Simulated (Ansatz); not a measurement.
Mulliken charges of AlFH (`[F][AlH]`) radical from r2SCAN/def2-TZVPP in Ansatz (PBE0-D4/def2-TZVP geometry).

```json
{"atom": "F1", "x (Å)": "0.907", "y (Å)": "0.893", "z (Å)": "0.586", "charge (e)": "-0.351"}
{"atom": "Al2", "x (Å)": "-0.433", "y (Å)": "0.318", "z (Å)": "-0.200", "charge (e)": "0.501"}
{"atom": "H3", "x (Å)": "-0.485", "y (Å)": "-1.276", "z (Å)": "-0.399", "charge (e)": "-0.150"}
```

Task: By hand: the dipole of these point charges (1 e Å = 4.8032 D).

Result: Σ q r = (-0.463, 0.037, -0.246) e Å, of length 0.526 e Å = 2.53 D.

Task: How does the dipole of the full density compare? (Best estimate.)

Result: Computed: (-0.271, -0.032, -0.150) e Å, 1.50 D; the point charges give 1.69 times that, at 10° from its direction.

Point charges leave out the atoms' own dipoles, such as those of lone pairs, and Mulliken's split depends on the basis, so the two needn't agree.
